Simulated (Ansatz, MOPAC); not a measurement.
Species: NO, charge 0, multiplicity 2. SMILES: O=[N]

Atoms: N1, O2. Bonds: N1-O2.

Bond lengths (Å) and angles (degrees) optimised at PM6 with MOPAC; PM7 with MOPAC; MNDO with MOPAC; HF/3-21G with Ansatz (a quantum-chemistry and plane-wave program); HF/6-31G* with Ansatz; PBE/6-31G* with Ansatz, each started from the B3LYP-D3(BJ)/def2-TZVP structure (Ansatz) of the last column. A row stands for all coordinates that are equal there. 6-31G* holds six Cartesian d functions.

```
coordinate    PM6    PM7   MNDO  HF/3-21G  HF/6-31G*  PBE/6-31G*  B3LYP-D3(BJ)/def2-TZVP
----------  -----  -----  -----  --------  ---------  ----------  ----------------------
N1-O2       1.135  1.135  1.123     1.201      1.127       1.171                   1.145
```

Mean signed difference of all 1 bond lengths from B3LYP-D3(BJ)/def2-TZVP: PM6 -0.010 Å, PM7 -0.010 Å, MNDO -0.022 Å, HF/3-21G 0.056 Å, HF/6-31G* -0.018 Å, PBE/6-31G* 0.026 Å.
